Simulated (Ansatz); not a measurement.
# Mg₂H (doublet): RPA-PBE over a scan of the angle Mg2–Mg1–H3, cc-pVDZ

How well do these functionals follow the top wave-function level for Mg₂H (doublet) over a scan of the angle Mg2–Mg1–H3?

Computed with Ansatz 0.2.0, Gaussian basis. Level: cc-pVDZ, all electrons in the functionals, frozen cores in the correlation of double hybrids and RPA.

Plan: RPA-PBE, at 73.0°; 91.8°; 101.5°; 122.5°; 138.3°; 159.5°; 180.0°.

22 further runs of the same task are left out: 12 for a known fault of the program, 8 that didn't finish, 2 set aside as unsound or not needed. Runs told in other sessions of the task aren't counted.

## 1. What is computed

The geometry derives from a PBE0/def2-TZVP stationary point (not a proven minimum). One angle is set to the value named; bond lengths are kept.

3 atoms, charge 0, spin multiplicity 2.

Atoms are counted from 1 here; the program's logs count them from 0.

Bond lengths: Mg1–H3 1.736 Å.

No dispersion term is added.

The geometry shown and the zero of energy belong to the point 180.0°. The yardstick, FCI, and other wave-function levels (R restricted, U unrestricted, valence and pair active spaces) come from earlier runs.

## 2. RPA-PBE, 73.0°

The input, in.yaml:

```yaml
crystal:
  periodic: [false, false, false]
  atoms:
    - {symbol: Mg, position_ang: [-1.228628, 0.000000, 0.867188]}
    - {symbol: Mg, position_ang: [1.221713, 0.000000, -0.945970]}
    - {symbol: H, position_ang: [0.166750, 0.000000, 1.899713]}
basis:
  gaussian: {orbitals: cc-pVDZ}
magnetization: {spin_polarized: true, initial_magnetization: 1}
hamiltonian: {xc: {name: PBE}}
correlation: {method: rpa, electrons: outside_noble_gas}
```

Command:

```sh
$ ansatz run in.yaml --threads 1 --pin off --events-out ev --progress --plain --max-ram 2393MiB
```

The runs that follow: RPA-PBE, 91.8°; RPA-PBE, 101.5°; RPA-PBE, 122.5°; RPA-PBE, 138.3°; RPA-PBE, 159.5°; RPA-PBE, 180.0°.

**Question.** What will the summary of the whole plan be? Wanted: span of the FCI curve; largest miss, RPA-PBE.

As calculated:

| quantity | value |
| --- | --- |
| span of the FCI curve | 0.317 eV |
| largest miss, RPA-PBE | -0.045 eV (101.5°) |

RPA-PBE strays by up to 0.045 eV, at 101.5°. Functionals and the yardstick converge differently with the basis, so part of each miss in cc-pVDZ is the basis.
